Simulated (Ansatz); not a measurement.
# The cluster Zn3+: structure and electronic state

What does the cluster Zn3+ look like as a doublet, and where do its frontier electrons sit?

Method: UKS PBE0/def2-TZVP; program: Ansatz 0.2.0, Gaussian basis.

Plan: relaxation at B3LYP/def2-TZVP; a search for the lowest solution at PBE0/def2-SVP; a single point at PBE0/def2-TZVP.

## 1. The system as given

3 atoms, charge 1, spin multiplicity 2.

Atoms are counted from 1 here; the program's logs count them from 0.

Bond lengths: Zn1–Zn2 2.440 Å, Zn2–Zn3 2.440 Å. Angles: Zn1–Zn2–Zn3 104.2°.

The ion is computed in the gas phase, without counter-ions or solvent.

The start is a GFN1-xTB geometry.

## 2. Relaxation at B3LYP/def2-TZVP

in.yaml reads:

```yaml
crystal:
  periodic: [false, false, false]
  atoms:
    - {symbol: Zn, position_ang: [-0.081190, 0.823130, 1.808570]}
    - {symbol: Zn, position_ang: [-0.893260, -0.431560, -0.119570]}
    - {symbol: Zn, position_ang: [0.974450, -0.391570, -1.689000]}
basis:
  gaussian: {orbitals: def2-TZVP}
total_charge: 1
magnetization: {spin_polarized: true, initial_magnetization: 1}
hamiltonian: {xc: {name: B3LYP}}
scf: {lower_state_search: "off"}
output: {orbitals: {seedname: orbitals}}
relax: {f_tol: 0.02, max_steps: 100}
```

Run with:

```console
> ansatz run in.yaml --threads 4 --pin off --events-out ev --progress --plain --max-ram 3916MiB
```

The runs that follow: Searching for the lowest solution, PBE0/def2-SVP; Single point, PBE0/def2-TZVP.

Q: Predict the results of all the runs planned. Wanted: point group; commonest bond; HOMO, LUMO at PBE0/def2-TZVP; ⟨S²⟩.

The runs gave:

| quantity | value |
| --- | --- |
| point group | D∞h |
| commonest bond | Zn–Zn, 2 of mean length 2.664 Å |
| HOMO, LUMO at PBE0/def2-TZVP (over both spins) | -9.86, -7.87 eV |
| ⟨S²⟩ | 0.775 |

**Reading.** The molecule keeps its bonding pattern by the stored test; the atoms moved 0.92 Å (rms), and the angle Zn1–Zn2–Zn3 went from 104° to 179°. No usable vibrations, so a minimum isn't proven. Whether this spin is the lowest isn't tested here.
